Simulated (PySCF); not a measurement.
# Computed spin Hamiltonian

Compound: cyano radical, CN (doublet state).
Z-matrix (Å and degrees, PBE0-D3(BJ)/def2-SVP geometry), rows numbered from 1:
```
C 
N   1  1.1671
```

The species is cyano radical (`[C]#N`).

Level of theory: UKS B3LYP, IGLO-III on C N, non-relativistic, mean-field spin-orbit, GIAO (PySCF 2.14.0). Geometry: PBE0-D3(BJ)/def2-SVP; no solvent, vibrations or thermal averaging.

```json
{"g1, g2, g3": "2.00023, 2.00023, 2.00216", "g_iso": "2.00087", "Form of g": "axial", "⟨S²⟩": "0.7584 (exact 0.7500)", "α and β electrons": "7, 6"}
```

Hyperfine couplings atom by atom, in MHz; T1 to T3 are the principal values of the dipolar part:

```csv
atom,isotope,a_iso,T1,T2,T3,Mulliken spin population
C1,13C,587.4,-59.3,-59.3,118.7,0.85
N2,14N,-18.7,-21.3,-21.3,42.6,0.15
```

The Mulliken spin populations are largest on C1 (+0.85) and N2 (+0.15).

Axes: g3 lies along the molecular axis.

Under fast tumbling the dipolar parts average out, and these isotropic splittings remain: 1 × 14N (N2, I = 1, 3 lines) with 0.67 mT.

The 13C coupling of C1 (587.4 MHz) shows only in satellite lines or after enrichment, since that isotope makes up about 1.07 % of natural carbon.

β density exceeds α density at some nuclei, such as N2 (-0.0579), spin density in bohr⁻³. In a single determinant that takes different orbitals for the two spins, that is spin polarisation.
